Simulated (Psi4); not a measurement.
# doublet CF3 at 3 levels

We compute a comparison of 3 runs (UB3LYP/6-31G*, U-wB97X-V/def2-SVPD, UHSE06/def2-SVPD) of doublet CF3. 

The results are computed with Psi4 1.11.

## 1. The system as given

CF3: 4 atoms, total charge 0, spin state doublet. As SMILES of the parent species, `F[C+](F)F`. Geometry: relaxed at PBE0-D4/def2-TZVP. That shape belongs to the parent species and isn't relaxed for this state.

Bond lengths: F1–C2 1.230 Å, C2–F3 1.230 Å, C2–F4 1.230 Å. Angles: F1–C2–F3 120.0°, F1–C2–F4 120.0°, F3–C2–F4 120.0°.

## 2. Energy and gradient at UB3LYP/6-31G(d) (Cartesian functions) (run 1)

File input.in:

```
memory 2200 MB

molecule m {
  0 2
  F      1.32016267    -0.21656261     1.89993065
  C      0.00000000     0.00000000     0.00000000
  F     -1.15178807    -1.83945941    -0.83034566
  F     -0.16818563     2.05602202    -1.06958499
  units bohr
  symmetry c1
  no_reorient
  no_com
}

set basis 6-31G*
set reference uks
set puream false
set e_convergence 1e-09
set d_convergence 1e-08
set scf_type pk
set dft_radial_points 99
set dft_spherical_points 590
set maxiter 100

gradient('b3lyp')
```

Started as:

```console
psi4 -i input.in -o input.out -n 1
```

input.out:

```text
[...]
  Running in c1 symmetry.
[...]
  Nuclear repulsion =  130.092792062565593
[...]
  Multiplicity = 2
[...]
  Nalpha       = 17
  Nbeta        = 16
[...]
    Number of basis functions: 60
[...]
   @UKS iter   1:  -337.43919764445479    2.95226e-01   6.26141e-03 DIIS/ADIIS
[...]
   @UKS iter  10:  -337.47950874588281   -7.16227e-12   2.85975e-09 DIIS
[...]
   @S^2 Observed:                7.526535188E-01
[...]
    Orbital Energies [Eh]
    ---------------------
    Alpha Occupied:
       1A    -24.748644     2A    -24.748642     3A    -24.748638
       4A    -10.366331     5A     -1.365201     6A     -1.278692
       7A     -1.278688     8A     -0.697461     9A     -0.625054
      10A     -0.625049    11A     -0.600549    12A     -0.480148
      13A     -0.480140    14A     -0.474529    15A     -0.474526
      16A     -0.426236    17A     -0.115117
    Alpha Virtual:
      18A      0.115396    19A      0.332700    20A      0.332728
      21A      0.462454    22A      0.527922    23A      0.527929
      24A      0.537242    25A      1.045310    26A      1.045315
[...]
  @UKS Final Energy:  -337.47950874588281
   => Energetics <=
    Nuclear Repulsion Energy =            130.0927920625655929
    One-Electron Energy =                -726.9601399795502630
    Two-Electron Energy =                 289.2653739103545263
    DFT Exchange-Correlation Energy =     -29.8775347392526349
    Empirical Dispersion Energy =           0.0000000000000000
    VV10 Nonlocal Energy =                  0.0000000000000000
    Total Energy =                       -337.4795087458828107
[...]
 Multipole Moments:
 ------------------------------------------------------------------------------------
     Multipole            Electronic (a.u.)      Nuclear  (a.u.)        Total (a.u.)
 ------------------------------------------------------------------------------------
 L = 1.  Multiply by 2.5417464519 to convert [e a0] to [Debye]
 Dipole X            :         -0.0016714            0.0017007            0.0000293
 Dipole Y            :         -0.0000078            0.0000000           -0.0000078
 Dipole Z            :         -0.0000432            0.0000000           -0.0000432
 Magnitude           :                                                    0.0000528
[...]
  -Total Gradient:
     Atom            X                  Y                   Z
    ------   -----------------  -----------------  -----------------
       1       -0.076354720793     0.012535560449    -0.109875464748
       2        0.000044396678     0.000011827268    -0.000005792396
       3        0.066577225623     0.106335867216     0.048008772078
       4        0.009732868633    -0.118887728441     0.061874031515
[...]
```

Run time: 26 s. Hardware: 1 thread of Intel Xeon at 2.50GHz (Skylake/Cascade Lake), shared host; peak memory 0.6 GiB.

## 3. A single-point energy at U-wB97X-V/def2-SVPD (run 2)

File cf3.json:

```json
{
  "schema_name": "qcschema_input",
  "schema_version": 1,
  "molecule": {
    "schema_name": "qcschema_molecule",
    "schema_version": 2,
    "symbols": ["F", "C", "F", "F"],
    "geometry": [1.32016267, -0.21656261, 1.89993065, 0.0, 0.0, 0.0, -1.15178807, -1.83945941, -0.83034566, -0.16818563, 2.05602202, -1.06958499],
    "molecular_charge": 0,
    "molecular_multiplicity": 2,
    "fix_symmetry": "c1"
  },
  "driver": "energy",
  "model": {
    "method": "wb97x-v",
    "basis": "def2-SVPD"
  },
  "keywords": {
    "reference": "uks",
    "puream": true,
    "e_convergence": 1e-09,
    "d_convergence": 1e-08,
    "scf_type": "pk",
    "dft_radial_points": 99,
    "dft_spherical_points": 590,
    "maxiter": 100
  }
}
```

Started as:

```console
psi4 --qcschema cf3.json -n 1 --memory 2200MB
```

stdout:

```text
[...]
  Running in c1 symmetry.
[...]
  Nuclear repulsion =  130.092792062565593
[...]
  Multiplicity = 2
[...]
  Nalpha       = 17
  Nbeta        = 16
[...]
    Number of basis functions: 89
[...]
   @UKS iter   1:  -337.09950768113708    2.53829e-01   4.46734e-03 ADIIS/DIIS
[...]
   @UKS iter  11:  -337.15111580342585   -7.78755e-12   3.26160e-09 DIIS
[...]
   @S^2 Observed:                7.527708781E-01
[...]
    Orbital Energies [Eh]
    ---------------------
    Alpha Occupied:
       1A    -24.838234     2A    -24.838233     3A    -24.838052
       4A    -10.474059     5A     -1.498698     6A     -1.408438
       7A     -1.408435     8A     -0.833696     9A     -0.764636
      10A     -0.764632    11A     -0.740861    12A     -0.616973
      13A     -0.616965    14A     -0.613405    15A     -0.613404
      16A     -0.561218    17A     -0.241911
    Alpha Virtual:
      18A      0.066644    19A      0.151602    20A      0.151603
      21A      0.167738    22A      0.206332    23A      0.206333
      24A      0.211755    25A      0.231680    26A      0.231685
[...]
  @UKS Final Energy:  -337.15111580342585
   => Energetics <=
    Nuclear Repulsion Energy =            130.0927920625655929
    One-Electron Energy =                -725.7014801636510128
    Two-Electron Energy =                 284.8615738469236476
    DFT Exchange-Correlation Energy =     -26.5410022851908103
    Empirical Dispersion Energy =           0.0000000000000000
    VV10 Nonlocal Energy =                  0.1370007359266864
    Total Energy =                       -337.1511158034258528
[...]
 Multipole Moments:
 ------------------------------------------------------------------------------------
     Multipole            Electronic (a.u.)      Nuclear  (a.u.)        Total (a.u.)
 ------------------------------------------------------------------------------------
 L = 1.  Multiply by 2.5417464519 to convert [e a0] to [Debye]
 Dipole X            :          0.0000434           -0.0000164            0.0000270
 Dipole Y            :         -0.0000067            0.0000000           -0.0000067
 Dipole Z            :         -0.0000304            0.0000000           -0.0000304
 Magnitude           :                                                    0.0000412
[...]
```

The result, in JSON:

```text
{
 "driver": "energy",
 "model": {
  "method": "wb97x-v",
  "basis": "def2-SVPD"
 },
 "success": true,
 "return_result": -337.15111580342585,
 "properties": {
  "calcinfo_nbasis": 89,
  "calcinfo_nmo": 89,
  "calcinfo_nalpha": 17,
  "calcinfo_nbeta": 16,
  "calcinfo_natom": 4,
  "nuclear_repulsion_energy": 130.0927920625656,
  "return_energy": -337.15111580342585,
  "scf_one_electron_energy": -725.701480163651,
  "scf_two_electron_energy": 284.86157384692365,
  "scf_vv10_energy": 0.13700073592668638,
  "scf_xc_energy": -26.54100228519081,
  "scf_dipole_moment": [2.6985230954124084e-05, -6.672984038669227e-06, -3.04319915062079e-05],
  "scf_total_energy": -337.15111580342585,
  "scf_iterations": 11
 }
}
```

It took 1.9 min on 1 thread of Intel Xeon at 2.50GHz (Skylake/Cascade Lake), shared host; peak memory 0.95 GiB.

## 4. A single-point energy at UHSE06/def2-SVPD (run 3)

File job.py:

```python
import psi4

psi4.set_memory(2200000000)
psi4.set_num_threads(1)
psi4.core.set_output_file('psi4.out', False)

geom = psi4.geometry("""
0 2
F      0.698600    -0.114600     1.005400
C      0.000000     0.000000     0.000000
F     -0.609500    -0.973400    -0.439400
F     -0.089000     1.088000    -0.566000
units angstrom
symmetry c1
no_reorient
no_com
""")

psi4.set_options({
    'basis': 'def2-SVPD',
    'reference': 'uks',
    'puream': True,
    'e_convergence': 1e-09,
    'd_convergence': 1e-08,
    'scf_type': 'pk',
    'dft_radial_points': 99,
    'dft_spherical_points': 590,
    'maxiter': 100,
})

energy_value = psi4.energy("hse06", molecule=geom)
print('E =', round(energy_value, 9))
for k, v in sorted(psi4.core.scalar_variables().items()):
    print(f'{k:45s} {v:18.10f}')
```

Started as:

```console
python job.py
```

psi4.out:

```text
[...]
  Running in c1 symmetry.
[...]
  Nuclear repulsion =  130.092792016670501
[...]
  Multiplicity = 2
[...]
  Nalpha       = 17
  Nbeta        = 16
[...]
    Number of basis functions: 89
[...]
   @UKS iter   1:  -336.92695523925352    3.42676e-01   4.33552e-03 ADIIS/DIIS
[...]
   @UKS iter  10:  -336.97287900454091   -1.58593e-11   3.59470e-09 DIIS
[...]
   @S^2 Observed:                7.533889928E-01
[...]
    Orbital Energies [Eh]
    ---------------------
    Alpha Occupied:
       1A    -24.832521     2A    -24.832519     3A    -24.832327
       4A    -10.415196     5A     -1.385725     6A     -1.296273
       7A     -1.296269     8A     -0.719261     9A     -0.652510
      10A     -0.652506    11A     -0.629136    12A     -0.506310
      13A     -0.506302    14A     -0.502112    15A     -0.502110
      16A     -0.451484    17A     -0.138832
    Alpha Virtual:
      18A     -0.004584    19A      0.087861    20A      0.087863
      21A      0.097961    22A      0.136119    23A      0.144427
      24A      0.144428    25A      0.168023    26A      0.168027
[...]
  @UKS Final Energy:  -336.97287900454091
   => Energetics <=
    Nuclear Repulsion Energy =            130.0927920166705007
    One-Electron Energy =                -725.8728673437982479
    Two-Electron Energy =                 287.0603972945876876
    DFT Exchange-Correlation Energy =     -28.2532009720008368
    Empirical Dispersion Energy =           0.0000000000000000
    VV10 Nonlocal Energy =                  0.0000000000000000
    Total Energy =                       -336.9728790045409141
[...]
 Multipole Moments:
 ------------------------------------------------------------------------------------
     Multipole            Electronic (a.u.)      Nuclear  (a.u.)        Total (a.u.)
 ------------------------------------------------------------------------------------
 L = 1.  Multiply by 2.5417464519 to convert [e a0] to [Debye]
 Dipole X            :         -0.0016782            0.0017008            0.0000225
 Dipole Y            :         -0.0000041            0.0000000           -0.0000041
 Dipole Z            :         -0.0000364            0.0000000           -0.0000364
 Magnitude           :                                                    0.0000430
[...]
```

On the terminal:

```text
E = -336.972879005
CURRENT ENERGY                                   -336.9728790045
CURRENT REFERENCE ENERGY                         -336.9728790045
DD SOLVATION ENERGY                                 0.0000000000
DFT FUNCTIONAL TOTAL ENERGY                      -336.9728790045
DFT TOTAL ENERGY                                 -336.9728790045
DFT VV10 ENERGY                                     0.0000000000
DFT XC ENERGY                                     -28.2532009720
GRID ELECTRONS ALPHA                               16.9999998080
GRID ELECTRONS BETA                                15.9999998253
GRID ELECTRONS TOTAL                               32.9999996333
NUCLEAR REPULSION ENERGY                          130.0927920167
ONE-ELECTRON ENERGY                              -725.8728673438
PCM POLARIZATION ENERGY                             0.0000000000
PE ENERGY                                           0.0000000000
SCF ITERATION ENERGY                             -336.9728790045
SCF ITERATIONS                                     10.0000000000
SCF TOTAL ENERGY                                 -336.9728790045
TWO-ELECTRON ENERGY                               287.0603972946
XC GRID RADIAL POINTS                              99.0000000000
XC GRID SPHERICAL POINTS                          590.0000000000
XC GRID TOTAL POINTS                           227774.0000000000
```

Wall time 56 s (1 thread of Intel Xeon at 2.50GHz (Skylake/Cascade Lake), shared host); peak memory 0.94 GiB.

## 5. The series

```csv
run,level,task,Cartesian functions,energy (Eh),dipole moment (D),HOMO energy (eV),LUMO energy (eV),wall time
1,UB3LYP/6-31G* (Cartesian functions),gradient,yes,-337.479509,0.00,-3.13,1.27,26 s
2,U-wB97X-V/def2-SVPD,energy,no,-337.151116,0.00,-6.58,1.81,1.9 min
3,UHSE06/def2-SVPD,energy,no,-336.972879,0.00,-3.78,-0.12,56 s
```

## 6. What came out

```
                                 quantity          value
                      run 3: total energy  -336.97288 Eh
                     run 3: dipole moment         0.00 D
run 3: HOMO energy (highest over α and β)       -3.78 eV
 run 3: LUMO energy (lowest over α and β)       -0.12 eV
                              run 3: ⟨S²⟩          0.753
```

In words: Totals of different functionals can't be ranked against each other. All runs together took 3.3 min, the longest 1.9 min.
